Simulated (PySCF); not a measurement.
Gas-phase reaction: SiH₂(NH₂)₂ + NH → SiH + 3 NH₂

Energies from PySCF, thermal terms from the rigid-rotor harmonic-oscillator model, ideal gas at 1 bar. † marks an energy on the PBE0/def2-TZVP geometry and frequencies; other levels use their own. MP2 and CCSD(T) freeze the core. 6-31G* has spherical d functions here. Open shells (unrestricted): NH (multiplicity 3), SiH (multiplicity 2), NH₂ (multiplicity 2); the rest are closed-shell singlets. Spin-orbit splitting is ignored; it lowers the true energy and changes the entropy of SiH. B3LYP is the form with VWN-RPA correlation. SiH₂(NH₂)₂: computed as isolated molecules; such fragments, hydroxides, amides, oligomers or adducts are transient or little studied in the gas. MP2 isn't extrapolated to the basis-set limit. CCSD(T) isn't extrapolated to the basis-set limit.

CCSD(T)/def2-SVP† gives ΔH°(298 K) = 670 kJ.

Task: What do B3LYP/6-31G*, ωB97X-V/def2-TZVP†, MP2/def2-TZVPP† give?

Result: B3LYP/6-31G*: 662 kJ; ωB97X-V/def2-TZVP†: 728 kJ; MP2/def2-TZVPP†: 760 kJ. For scale, ΔH°(298 K) is 670 kJ at this level, 728 kJ at ωB97M-V/def2-TZVP†, and runs from 570 to 828 kJ over the 20 levels computed.
